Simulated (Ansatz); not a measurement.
# How far each method lies from UCCSDT(Q) for H$_{2}$Si–BH$_{2}$, doublet

Geometry: displaced at random from a stationary point.

| atom | x (Å) | y (Å) | z (Å) |
| --- | --- | --- | --- |
| Si | 0.0457 | 0.0045 | 0.5623 |
| B | -0.1192 | 0.0128 | -1.3485 |
| H | -0.0426 | 1.1991 | 1.4126 |
| H | 0.0405 | -1.2936 | 1.4308 |
| H | -0.0625 | 0.9430 | -2.0334 |
| H | 0.0710 | -1.1108 | -2.0145 |

Basis cc-pVDZ; Ansatz 0.2.0. Correlated methods freeze the noble-gas cores, which leaves 11 electrons in 46 orbitals. R marks a restricted (for open shells ROHF) determinant, U an unrestricted one. Active spaces: frontier = (9e, 9o) about the gap.

Full CI isn't at hand for all of this; UCCSDT(Q) serves as the reference, and is uncertain by about the last step of the cluster series. The frozen core follows each run's orbitals, which can shift R against U totals by a few meV.

For open shells CISD is restricted-active-space CI with the open shells as a complete middle space.

```
UHF ⟨S²⟩                          : 0.762
T1 diagnostic (RCCSD)             : 0.0171
largest doubles amplitude (RCCSD) : 0.030
T1 diagnostic (UCCSD)             : 0.0158
```

```
    level  E − E(UCCSDT(Q)) (meV)  share of correlation (%)  wall time
      RHF                    6142                      0.00          –
      UHF                    6065                      1.26          –
     RMP2                    1302                     78.80          –
     UMP2                    1315                     78.59          –
     CISD                     656                     89.31      3.2 s
    RCCSD                     192                     96.88          –
    UCCSD                     190                     96.91          –
 RCCSD(T)                      38                     99.38      1.7 s
 UCCSD(T)                      39                     99.37      1.5 s
  BCCD(T)                      37                     99.39        2 s
   RCCSDT                       7                     99.89          –
   UCCSDT                       6                     99.90          –
RCCSDT(Q)                       0                    100.00       83 s
```

The correlation energy at UCCSDT(Q), counted from RHF, is -6.142 eV. That run took 73 s on 1 thread of AMD EPYC 7R43, shared host.

Run but not shown, since their state or frozen core can't be matched to the reference's or they repeat it: CASSCF (frontier space), NEVPT2 (frontier space), MRCISD (frontier space), MRCISD+Q (frontier space).

Times hold each run's SCF and search for its determinant on a shared host, so for small cases they say little of a method's own cost; they ran on 1 thread of AMD EPYC 7R43.
